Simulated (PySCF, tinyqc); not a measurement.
CCSD on RHF in the sto-3g basis, frozen core, for CH2, spin multiplicity 1, step by step (part 2 of 2). The lowest restricted solution is unstable here: a spin-polarised one lies 0.0292 hartree lower (PySCF). Computed by tinyqc, a small Python program that keeps every step (integrals from PySCF). Command: `OMP_NUM_THREADS=1 python tinyqc.py 24054 24055 out.jsonl` (the two numbers bound the seeds that draw the settings). One thread of a shared host (Intel(R) Xeon(R) Processor @ 2.60GHz), about 0.3 s of CPU time with the checks.

Geometry (angstrom):
```
atom         x          y         z
C     0.000000   0.000000  0.000000
H     0.000000   0.903000  0.669000
H     0.000000  -0.903000  0.669000
```

## CCSD: convergence

E_corr = 1/4 sum <ij||ab> t_ij^ab + 1/2 sum <ij||ab> t_i^a t_j^b; stop when the norm of the change is below 1e-8.

Course of the amplitude iterations:
```
update  correlation energy (hartree)  norm of the change
0                        -0.03586068                   -
1                        -0.04860605            1.11e-01
2                        -0.05386629            6.35e-02
3                        -0.05995752            4.30e-02
4                        -0.06034195            1.87e-02
5                        -0.06067146            6.65e-03
6                        -0.06062464            9.06e-04
7                        -0.06061683            2.38e-04
8                        -0.06062250            6.18e-05
9                        -0.06062494            1.78e-05
10                       -0.06062481            2.62e-06
11                       -0.06062466            1.39e-06
12                       -0.06062465            3.41e-07
13                       -0.06062466            1.38e-07
14                       -0.06062465            4.51e-08
15                       -0.06062465            1.66e-08
16                       -0.06062465            1.98e-09
```

Converged amplitudes (spin orbitals 1a, 1b, ...; amplitudes related by a flip of all spins are not repeated):
```
from      to          t
4a 4b  5a 5b  -0.203382
3a 3b  7a 7b  -0.073096
2a 2b  5a 5b  -0.058841
2a 4b  5a 5b   0.056727
3a 3b  6a 6b  -0.049409
4a 4b  7a 7b  -0.046410
2a 2b  6a 6b  -0.044090
2a 3b  6a 7b  -0.039069
3a 4b  6b 7a   0.033803
2a 4b  6a 6b  -0.032343
3a 4b  6a 7b  -0.031881
2a 3b  6b 7a   0.031446
4a 4b  6a 6b  -0.021516
2a 2b  7a 7b  -0.021473
4a        6a  -0.017698
2a 3a  6a 7a  -0.007622
3a 3b  5a 5b  -0.006429
2a        6a   0.006169
3a 4a  6a 7a   0.001922
2a 4b  7a 7b   0.000943
3a        7a   0.000552
```

CCSD total energy = -38.43132044 hartree

T1 diagnostic, norm of the one-spin t1 over sqrt(correlated electrons) = 0.007655

Converged in 16 updates, with DIIS from the third.
